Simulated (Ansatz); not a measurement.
## How far each method lies from UCCSDT(Q) for HB–AlH, triplet

Geometry: a PBE0/def2-TZVP stationary point for this spin, not checked as a minimum.

```yaml
atoms:
  - { symbol: B, position_ang: [0.0000, 0.0000, 1.0513] }
  - { symbol: Al, position_ang: [0.0000, 0.0000, -0.8575] }
  - { symbol: H, position_ang: [0.0000, 0.0000, 2.2344] }
  - { symbol: H, position_ang: [0.0000, 0.0000, -2.4283] }
```

Basis cc-pVDZ; Ansatz 0.2.0. Correlated methods freeze the noble-gas cores, which leaves 8 electrons in 36 orbitals. Prefix R: restricted or restricted open-shell reference; prefix U: unrestricted. Active spaces: valence = (8e, 10o) chosen from the atoms' valence shells; pair = (4e, 4o) about the gap.

Full CI isn't at hand for all of this; UCCSDT(Q) serves as the reference, and is uncertain by about the last step of the cluster series. The frozen core follows each run's orbitals, which can shift R against U totals by a few meV.

For open shells CISD is restricted-active-space CI with the open shells as a complete middle space.

The UHF ⟨S²⟩ is 2.014 and the T1 diagnostic (RCCSD) is 0.0209. The largest doubles amplitude (RCCSD) is 0.079 and the T1 diagnostic (UCCSD) is 0.0174.

```tsv
level	E − E(UCCSDT(Q)) (mEh)	share of correlation (%)	wall time
RHF	157.90	0.00	–
UHF	154.69	2.03	–
RMP2	36.52	76.87	–
UMP2	36.70	76.76	–
CISD	14.67	90.71	1.2 s
RCCSD	6.47	95.90	–
UCCSD	6.39	95.95	–
RCCSD(T)	1.62	98.98	1.1 s
UCCSD(T)	1.62	98.98	1.1 s
BCCD(T)	1.63	98.96	1.5 s
RCCSDT	0.32	99.80	–
UCCSDT	0.30	99.81	–
RCCSDT(Q)	0.02	99.99	9 s
CASSCF (pair space)	142.86	9.52	–
NEVPT2 (pair space)	38.49	75.62	0.48 s
MRCISD (pair space)	12.98	91.78	–
MRCISD+Q (pair space)	1.23	99.22	0.81 s
CASSCF (valence space)	86.23	45.39	–
NEVPT2 (valence space)	24.60	84.42	3.9 s
MRCISD (valence space)	4.31	97.27	–
MRCISD+Q (valence space)	0.01	99.99	7 s
```

The correlation energy at UCCSDT(Q), counted from RHF, is -4.297 eV. That run took 8 s on 1 thread of Intel Xeon Platinum 8488C, shared host.

Times hold each run's SCF and search for its determinant on a shared host, so for small cases they say little of a method's own cost; they ran on 1 thread of Intel Xeon Platinum 8488C.

Natural occupations of CASSCF (valence space) about the gap: 1.975 1.972 1.955 0.981 0.981 0.052 0.025 0.025 0.021 0.014; effectively unpaired electrons, Σ n²(2−n)², 2.03.
